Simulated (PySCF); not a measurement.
Species: methylcyclopropane, C₄H₈.
Bonds: C1–C2, C2–C3, C3–C4, C2–C4. Hydrogens: H5, H6, H7 on C1; H8 on C2; H9, H10 on C3; H11, H12 on C4.

Computed with PySCF at wB97X-D/pcSseg-2, non-relativistic, on one gas-phase PBE0-D3(BJ)/def2-TZVP geometry that isn't relaxed in the solvent. The solvent is an IEF-PCM continuum (cavity from Bondi-type radii × 1.2). Specific hydrogen bonds and non-electrostatic terms are outside this model.

Gas phase at wB97X-D/pcSseg-2: HOMO -9.77 eV, LUMO 2.51 eV, dipole 0.14 D.

Task: What does the continuum do to the energy, the frontier levels and the dipole at wB97X-D/pcSseg-2 in chloroform?

Result: 
| solvent | ε | E(solvent) − E(gas) (kcal/mol) | polarisation term (kcal/mol) | distortion of the solute (kcal/mol) | HOMO (eV) | LUMO (eV) | dipole (D) |
| --- | --- | --- | --- | --- | --- | --- | --- |
| chloroform | 4.711 | -0.86 | -0.89 | 0.03 | -9.72 | 2.62 | 0.17 |

The polarisation term is half the interaction of the solute with the surface charges that it induces; the rest is the cost of distorting the solute's density. The sum is the electrostatic part of solvation alone.

Note: wB97X-D ran without an empirical dispersion term, which enters the total energy and its gradient alone.
